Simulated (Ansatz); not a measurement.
`C[SiH2]P` + NH₃ → `N[SiH2]P` + CH₄ at 700 K and 1 bar (ligand exchange at the Si–C bond).

Calculated with Ansatz (gas phase, PBE0-D4/def2-TZVP geometries, no zero-point term in ΔE). CCSD(T)/CBS adds triple-zeta CCSD(T) − MP2 to the extrapolated MP2 energy (def2 sets, frozen cores). This one scheme is used for every species. One conformer a species, not always the lowest.

```csv
species,CCSD(T)/CBS energy (Eh),H − E (kJ/mol),S (J/(mol·K))
`C[SiH2]P`,-672.28696,257.6,425.1
NH₃,-56.50880,116.9,226.5
`N[SiH2]P`,-688.35145,227.2,425.1
CH₄,-40.46206,145.9,224.0
```

H − E and S are ideal-gas, rigid-rotor, harmonic terms from PBE0-D4/def2-TZVP, for one conformer and one mirror image of each species. 1 Eh = 2625.50 kJ/mol, R = 8.31446 J/(mol·K).

**Question.** By hand: ΔE, ΔH, ΔS and ΔG.

**Answer.** ΔE = (-688.35145) + (-40.46206) − (-672.28696) − (-56.50880) = -0.01775 Eh = -46.6 kJ/mol. Δ(H − E) = 227.2 + 145.9 − 257.6 − 116.9 = -1.4, so ΔH = -48.0 kJ/mol. ΔS = 425.1 + 224.0 − 425.1 − 226.5 = -2.5 J/(mol·K). ΔG = -48.0 − 700 × (-2.5)/1000 = -46.2 kJ/mol.

**Question.** By hand: the equilibrium constant, and the temperature at which ΔG would vanish if ΔH and ΔS stayed fixed.

**Answer.** log₁₀ K = −ΔG/(RT ln 10) = 3.4. ΔG = 0 at ΔH/ΔS = 19200 K, far beyond where these terms or the molecules hold.

The number of gas molecules stays the same, so ΔS is small and ΔH decides. A doubt of 5 kJ/mol in ΔE shifts log₁₀ K by 0.4 here. Other conformers and mirror images would add mixing entropy, several J/(mol·K) or more a flexible species. These are equilibria of isolated gas molecules and say nothing of rates. Largest T1 diagnostic: 0.012 (customary marks: 0.02 for closed shells, 0.045 for open ones).
